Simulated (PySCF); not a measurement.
Geometries of 3 isomers of C6H6N2, from PBE0-D3(BJ)/def2-SVP geometry optimisation, gas phase in PySCF. One conformer each, no zero-point energy, no frequencies.

Question: Which isomer lies lowest at this level?
A.
```xyz
14
angstrom
N     -3.861    1.002   -0.266
C     -2.999    0.234   -0.192
C     -1.894   -0.715   -0.084
C     -0.625   -0.059    0.383
C      0.502   -0.035   -0.328
C      1.771    0.622    0.138
C      2.877   -0.327    0.244
N      3.739   -1.095    0.316
H     -2.198   -1.506    0.623
H     -1.747   -1.201   -1.061
H     -0.662    0.422    1.367
H      0.539   -0.516   -1.313
H      2.074    1.413   -0.569
H      1.625    1.106    1.116
```
B.
```xyz
14
angstrom
C      2.091   -0.167    0.020
C      1.416    1.041    0.044
C      0.037    0.693    0.019
N     -1.235    1.205    0.019
C     -2.130    0.161   -0.018
C     -1.455   -1.047   -0.043
C     -0.077   -0.699   -0.019
N      1.195   -1.211   -0.018
H      3.162   -0.355    0.027
H      1.877    2.025    0.075
H     -1.486    2.181    0.042
H     -3.202    0.349   -0.025
H     -1.916   -2.031   -0.074
H      1.447   -2.187   -0.041
```
C.
```xyz
14
angstrom
C     -1.697    2.096   -1.021
N     -0.783    1.425   -0.700
C      0.259    0.638   -0.324
C      1.624    0.853   -0.401
C      2.240   -0.301    0.136
C      1.234   -1.168    0.517
N      0.028   -0.595    0.236
C     -1.275   -1.162    0.475
H      2.099    1.745   -0.801
H      3.308   -0.482    0.236
H      1.285   -2.156    0.970
H     -1.859   -0.530    1.161
H     -1.836   -1.266   -0.466
H     -1.152   -2.154    0.925
```

Answer: B. That is `c12c([nH]cc1)cc[nH]2`, 30.2 kcal/mol below the next.

| SMILES | atoms numbered as above | E (Eh) | relative (kcal/mol) | relative (kJ/mol) | dipole (D) |
| --- | --- | --- | --- | --- | --- |
| c1cc2[nH]ccc2[nH]1 | [cH:1]1[cH:2][c:3]2[nH:4][cH:5][cH:6][c:7]2[nH:8]1 | -341.10603 | 0.0 | 0.0 | 0.00 |
| [C-]#[N+]c1cccn1C | [C-:1]#[N+:2][c:3]1[cH:4][cH:5][cH:6][n:7]1[CH3:8] | -341.05789 | 30.2 | 126.4 | 3.88 |
| N#CC/C=C/CC#N | [N:1]#[C:2][CH2:3]/[CH:4]=[CH:5]/[CH2:6][C:7]#[N:8] | -341.04415 | 38.8 | 162.5 | 0.00 |

As drawn, the lowest has an aromatic ring and an N–H bond, which the highest lacks; the highest has a C≡N group and a C=C bond outside aromatic rings, which the lowest lacks.
